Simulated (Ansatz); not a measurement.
Geometry optimisation, RKS PBE0-D4/def2-SVP (Ansatz).

The input (input.yaml):

```yaml
crystal:
  periodic: [false, false, false]
  atoms:
    - { symbol: Al, position_ang: [0.104146, 0.299926, -0.141744] }
    - { symbol: H, position_ang: [0.184623, 0.156322, 1.419891] }
    - { symbol: Cl, position_ang: [1.845446, 0.911172, -1.144983] }
    - { symbol: H, position_ang: [-1.239911, 0.154581, -0.963123] }
    - { symbol: O, position_ang: [0.354283, -2.444783, 0.940715] }
    - { symbol: H, position_ang: [-0.516151, -2.855771, 1.004179] }
    - { symbol: H, position_ang: [0.310964, -1.699948, 1.585665] }
basis:
  gaussian: { orbitals: def2-SVP }
hamiltonian:
  xc: pbe0
  dispersion: d4
relax:
  f_tol: 0.03
  max_steps: 50
```

Launched with:

```bash
$ ansatz run input.yaml --threads 1 --pin off --max-ram 2048MiB --backend cpu --events-out ev --progress --plain --runs-dir out
```

Where does it end, and by what steps?

The run converged. After 9 steps the energy has fallen by 0.828 eV; H6 moved furthest, 0.69 Å. Joined: Al1–O5 (2.96 → 2.00 Å).

```csv
step,energy less start (eV),largest force component (eV/Å),accepted
0,0.0000,1.060,yes
1,-0.1225,1.709,yes
2,-0.3575,2.354,yes
3,-0.6344,0.732,yes
4,-0.7363,0.539,yes
5,-0.7893,0.714,yes
6,-0.8182,0.245,yes
7,-0.8247,0.088,yes
8,-0.8277,0.081,yes
9,-0.8284,0.006,yes
```

```xyz
7
Properties=species:S:1:pos:R:3
Al 0.053 0.037 0.113
H 0.040 0.710 1.557
Cl 1.823 0.369 -1.034
H -1.280 -0.210 -0.724
O 0.289 -1.859 0.716
H -0.372 -2.501 0.427
H 0.491 -2.024 1.646
```

Whether the end is a true minimum wasn't checked by a vibrational analysis.

The run took 26 s on 1 thread of Arm Neoverse V1, on a shared host, peak memory 0.14 GiB.
